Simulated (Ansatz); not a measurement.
# SiH4+ (doublet): the correlation ladder, def2-TZVPP

The task here is to estimate one member of a computed series from the others.

Method: def2-TZVPP, core rule «outside noble gas», up to 5 orbitals frozen; program: Ansatz 0.2.0, Gaussian basis.

To be run: UHF; ROHF; CCSD(T) on UHF.

2 further runs of the same task are left out: 2 set aside as unsound or not needed.

## The system

The geometry is a PBE0/def2-TZVP stationary point (not a proven minimum) of the parent state, kept for this charge and spin.

5 atoms, charge 1, spin multiplicity 2.

Atoms are counted from 1 here; the program's logs count them from 0.

Bond lengths: Si1–H2 1.485 Å, Si1–H3 1.485 Å, Si1–H4 1.485 Å, Si1–H5 1.485 Å. Angles: H2–Si1–H3 109.5°, H2–Si1–H4 109.5°, H2–Si1–H5 109.5°, H3–Si1–H4 109.5°, H3–Si1–H5 109.5°, H4–Si1–H5 109.5°.

Coordinates:

```xyz
5
H4Si
Si    0.00000    0.00000    0.00000
H     0.85585    0.85874    0.85683
H    -0.85955   -0.85442    0.85745
H    -0.85473    0.85554   -0.86115
H     0.85843   -0.85986   -0.85313
```

The first run:

in.yaml reads:

```yaml
crystal:
  periodic: [false, false, false]
  atoms:
    - {symbol: Si, position_ang: [0.000000, 0.000000, 0.000000]}
    - {symbol: H, position_ang: [0.855850, 0.858745, 0.856831]}
    - {symbol: H, position_ang: [-0.859551, -0.854424, 0.857445]}
    - {symbol: H, position_ang: [-0.854730, 0.855535, -0.861149]}
    - {symbol: H, position_ang: [0.858431, -0.859856, -0.853127]}
basis:
  gaussian: {orbitals: def2-TZVPP}
total_charge: 1
magnetization: {spin_polarized: true, initial_magnetization: 1}
hamiltonian: {xc: hf}
output: {orbitals: {seedname: orbitals}}
```

Started as:

```sh
$ ansatz run in.yaml --threads 1 --pin off --events-out ev --progress --plain --max-ram 2816MiB --backend cpu
```

Among the steps run: UHF; ROHF; CCSD(T) on UHF.

One of the session's tables, all rows but one given; the rest of the session is left out.

It belongs to the step «Misses and costs». 

| method | from UCCSD(T) (kcal/mol) |
| --- | --- |
| ROHF | +93.73 |
| UHF | +92.16 |
| UMP2 | +22.01 |
| UCCSD | ? |
| UCCSD(T) | 0 |

**Question.** Estimate the row for UCCSD.

As computed: from UCCSD(T) (kcal/mol): +2.37. In the column «from UCCSD(T) (kcal/mol)» it lies between UCCSD(T) (0) and UMP2 (+22.01).

Limits of these values: Warnings: coupled cluster took another determinant than the lowest.
